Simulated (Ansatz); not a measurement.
Frontier orbitals of C₂H₂FNO (`N=C(F)C=O`).

Z-matrix (Å, degrees):
```
C
F 1 1.330
C 1 1.501 2 114.1
N 1 1.248 2 125.1 3 180.0
O 3 1.195 1 123.3 2 0.0
H 3 1.104 1 112.7 2 -180.0
H 4 1.019 1 112.6 2 0.0
```

Charge 0, multiplicity 1. The structure was optimised at the PBE0-D4/def2-TZVP level. It is one conformer, not always the lowest. Basis def2-TZVPP, the Gaussian-basis code of Ansatz.

Orbital energies of one run (eV). Highest occupied ones, from the top: -8.66, -9.90, -10.15, -12.33, -12.72, -13.76, -14.90, -15.58, -16.04, -17.84, -20.87, -27.49, -31.38, -36.60. Empty: -2.54, 1.44, 1.98, 2.30, 3.46, 4.93.

(1) Which functional gave them?
A. HSE06 (plane-wave form)
B. CAM-B3LYP
C. r2SCAN0
D. r2SCAN

## Answers

(1) C. HOMO energies: r2SCAN0 -8.66, CAM-B3LYP -9.92, r2SCAN -7.06, HSE06 -7.99 eV.
